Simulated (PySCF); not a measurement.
**SiC⁺ from Hartree–Fock to correlated methods**

State: ⁴Σ⁻ (quartet), unpaired electrons σ ↑, π ↑↑. Set-up: PySCF, no relativity, basis sets Si def2-SVP, C def2-SVP. De refers to Si⁺ + C in their high-spin ground configurations, without counterpoise correction. The functionals are run spin-unrestricted. A positive dipole points towards C; it is taken about the centre of mass and depends on that origin.

| Level | Re (Å) | ωe (cm⁻¹) | De (eV) | μ (D) |
| --- | --- | --- | --- | --- |
| UHF | 1.793 | 935 | 2.65 | -1.06 |
| UHF-MP2 | 1.811 | 894 | 3.27 | n/a |
| UHF-SCS-MP2 | 1.808 | 897 | 2.96 | n/a |
| UHF-CCSD | 1.818 | 874 | 3.19 | n/a |
| UHF-CCSD(T) | 1.825 | 853 | 3.30 | n/a |
| PBE | 1.850 | 787 | 4.04 | -1.18 |
| revPBE | 1.856 | 779 | 3.85 | -1.16 |
| r²SCAN | 1.831 | 829 | 3.90 | -0.98 |
| r²SCANh | 1.824 | 846 | 3.80 | -0.99 |
| PBE0 | 1.824 | 847 | 3.74 | -1.15 |
| BHandHLYP | 1.809 | 876 | 3.16 | -1.28 |
| LC-ωPBE | 1.803 | 903 | 3.52 | -1.06 |

Q: Which functional lies closest to UHF-CCSD(T) in De, which farthest, and by how much do they differ from it?

A: Closest is BHandHLYP (-1.6 pm in Re, +2.7 % in ωe, -0.14 eV in De against UHF-CCSD(T) in the same basis), farthest PBE (+2.5 pm in Re, -7.7 % in ωe, +0.74 eV in De). CCSD(T) converges more slowly with the basis than the functionals do and binds too weakly in this one, so the order can change at the basis-set limit.

Q: What does a quarter of exact exchange do here, going from PBE to PBE0?

A: PBE0 less PBE: -2.6 pm in Re, +7.6 % in ωe, -0.30 eV in De. Exact exchange removes part of the self-interaction that spreads semilocal densities, and in most molecules shortens and stiffens the bond and lowers De; so it does here.

Q: What does the step from GGA to meta-GGA do here, going from PBE to r²SCAN?

A: r²SCAN less PBE: -1.9 pm in Re, +5.3 % in ωe, -0.14 eV in De. 

Correlated steps freeze 6 core orbitals. Correlated levels converge slowly with the basis: in double zeta they bind strong bonds too weakly, by up to about 1 eV, and carry superposition errors of some tenths. For an ion De counts to the pair picked by the measured ionisation energies or electron affinities, which need not be the lowest pair at this level. The CCSD T1 diagnostic is raised, a sign that a single reference may not be enough here. The state is the lowest determinant that a PBE0 search found; another state may lie lower at other levels.
